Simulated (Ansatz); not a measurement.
A structure relaxed at PBE0-D4/def2-TZVP in Ansatz, charge 0, singlet:

```xyz
3

Si    0.5650   -0.4463   -1.3074
Si   -0.1460    0.8133    1.2430
C    -0.4190   -0.3670    0.0644
```

Problem. Give its formula and point group.

Solution. the cluster Si2C. Point group C2v (tolerance 0.1 Å).

Problem. Summarise the bond lengths by kind (pairs closer than 1.2 times the sum of covalent radii, bridged metal pairs left out).

Solution. 2 × C–Si 1.69 Å.

The structure comes from a short search, and lower isomers may exist.
